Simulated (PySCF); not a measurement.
Aluminum monochloride, AlCl (singlet state).
Cartesian coordinates in Å at the PBE0-D3(BJ)/def2-SVP level; atoms count from 1:
```
atom  x, y, z in Å
Al1    1.078   -0.033    0.001
Cl2   -1.069    0.021   -0.021
```

All values: PBE0/pcSseg-1 (PySCF, non-relativistic), on one gas-phase PBE0-D3(BJ)/def2-SVP geometry that isn't relaxed in the solvent. The solvent is an IEF-PCM continuum (cavity from Bondi-type radii × 1.2). The model holds no explicit solvent molecules, cavitation or dispersion.

```json
{"run": "gas", "E − E(gas) (kJ/mol)": "0.00", "HOMO (eV)": "-7.06", "HOMO–LUMO gap (eV)": "5.32", "dipole (D)": "1.71"}
{"run": "P", "E − E(gas) (kJ/mol)": "-15.07", "HOMO (eV)": "-6.67", "HOMO–LUMO gap (eV)": "5.43", "dipole (D)": "2.24"}
{"run": "Q", "E − E(gas) (kJ/mol)": "-8.34", "HOMO (eV)": "-6.83", "HOMO–LUMO gap (eV)": "5.38", "dipole (D)": "2.02"}
```

Problem. The runs were made in benzene and tetrahydrofuran. Which run belongs to which solvent?

Solution. P = tetrahydrofuran, Q = benzene. The dielectric constants are 2.271 (benzene), 7.426 (tetrahydrofuran), and the energy falls further as ε rises. In this model the ground state sees the solvent through ε alone.

Problem. How constant is the ratio of the lowering to (ε − 1)/(2ε + 1)?

Solution. 
| solvent | (ε − 1)/(2ε + 1) | E − E(gas) (kJ/mol) | ratio (kJ/mol) | polarisation term (kJ/mol) |
| --- | --- | --- | --- | --- |
| benzene | 0.229 | -8.34 | -36.4 | -9.01 |
| tetrahydrofuran | 0.405 | -15.07 | -37.2 | -17.21 |

The ratio changes by +2.2 % in size from benzene to tetrahydrofuran. The polarisation term is half the interaction of the solute with the induced surface charges.
